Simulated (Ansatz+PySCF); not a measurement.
## singlet C3H4: levels of theory in one basis

```
atom    x (Å)    y (Å)    z (Å)
   C   0.0144  -0.0471  -1.2476
   C   0.0238  -0.0208   0.2532
   C  -0.0267   0.0120   1.3847
   H   0.0244  -0.9857  -1.6470
   H  -0.8464   0.4966  -1.6522
   H   0.8609   0.5449  -1.6084
   H   0.0115  -0.0485   2.4954
```

Basis set: def2-SVP (spherical functions). Correlated methods keep 3 orbitals frozen. Charge 0, multiplicity 1.

Computed with Ansatz (development build ahead of 0.2.0); each method stands on the lowest determinant of its kind that the runs found. NEVPT2 correlates all electrons. Active spaces start from the frontier orbitals, and the lowest solution found is given.

```tsv
method	E − E(RHF) (eV)	<S²> of the determinant
RHF	0.00	0.00
RHF-MP2	-10.53	–
RHF-CCSD	-11.37	–
RHF-CCSD(T)	-11.77	–
CASSCF(4,4)	-1.66	–
```

Task: What does SC-NEVPT2(4,4) give on the same scale?

Result: -10.70 eV. NEVPT2 here correlates all electrons, so it doesn't share the others' frozen core.

Task: Is a single determinant a sound starting point here?

Result: By this sign, yes. Unrestricted orbitals gain 0.00 eV and <S²> is 0.00 against 0.00 for a pure state. The CASSCF(4,4) natural occupations are 1.95, 1.95, 0.05, 0.05.
